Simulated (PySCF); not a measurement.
# Molecular orbitals of PH

PBE0 at R = 1.429 Å; PySCF, no relativity, basis sets P def2-TZVP, H def2-TZVP. State: ³Σ⁻ (triplet), unpaired electrons π ↑↑. Only the outer orbitals are listed, counted within each symmetry.

```json
{"spin": "α", "orbital": "4σ", "occ.": "1", "ε (eV)": "-17.48", "on P (%)": "87", "main shells (%)": "85 P s, 12 H s"}
{"spin": "α", "orbital": "5σ", "occ.": "1", "ε (eV)": "-9.79", "on P (%)": "70", "main shells (%)": "54 P p, 30 H s, 13 P s"}
{"spin": "α", "orbital": "2π", "occ.": "1", "ε (eV)": "-7.38", "on P (%)": "100", "main shells (%)": "100 P p"}
{"spin": "α", "orbital": "2π", "occ.": "1", "ε (eV)": "-7.38", "on P (%)": "100", "main shells (%)": "100 P p"}
{"spin": "α", "orbital": "6σ", "occ.": "0", "ε (eV)": "0.87", "on P (%)": "38", "main shells (%)": "61 H s, 36 P p, 10 P d"}
{"spin": "α", "orbital": "7σ", "occ.": "0", "ε (eV)": "4.60", "on P (%)": "39", "main shells (%)": "60 H s, 19 P d, 17 P p"}
{"spin": "α", "orbital": "3π", "occ.": "0", "ε (eV)": "6.31", "on P (%)": "100", "main shells (%)": "100 P p"}
{"spin": "β", "orbital": "4σ", "occ.": "1", "ε (eV)": "-15.44", "on P (%)": "78", "main shells (%)": "73 P s, 22 H s"}
{"spin": "β", "orbital": "5σ", "occ.": "1", "ε (eV)": "-9.07", "on P (%)": "73", "main shells (%)": "50 P p, 27 H s, 22 P s"}
{"spin": "β", "orbital": "2π", "occ.": "0", "ε (eV)": "-2.81", "on P (%)": "100", "main shells (%)": "100 P p"}
{"spin": "β", "orbital": "2π", "occ.": "0", "ε (eV)": "-2.81", "on P (%)": "100", "main shells (%)": "100 P p"}
{"spin": "β", "orbital": "6σ", "occ.": "0", "ε (eV)": "1.45", "on P (%)": "36", "main shells (%)": "63 H s, 34 P p"}
```

**Question.** Which are the highest filled and the lowest empty level, where do they sit, and how wide is the gap?

**Answer.** Highest filled α 2π at -7.38 eV (in %: 100 P p); lowest empty β 2π at -2.81 eV (in %: 100 P p); the gap at PBE0 is 4.57 eV. Both belong to one degenerate shell, split only by its one-sided filling, so this is no excitation gap.

```
bond order (Mayer)                             : 0.96
⟨S²⟩                                           : 2.009
charge on P (Mulliken, basis-dependent)        : -0.08
charge on P (Löwdin, basis-dependent)          : 0.03
dipole moment (positive dipole means P(−)H(+)) : 0.50 D
polarisability along the bond                  : 26.1 bohr³
polarisability across the bond                 : 18.1 bohr³
```

The state is the lowest determinant that a PBE0 search found; another state may lie lower at other levels.
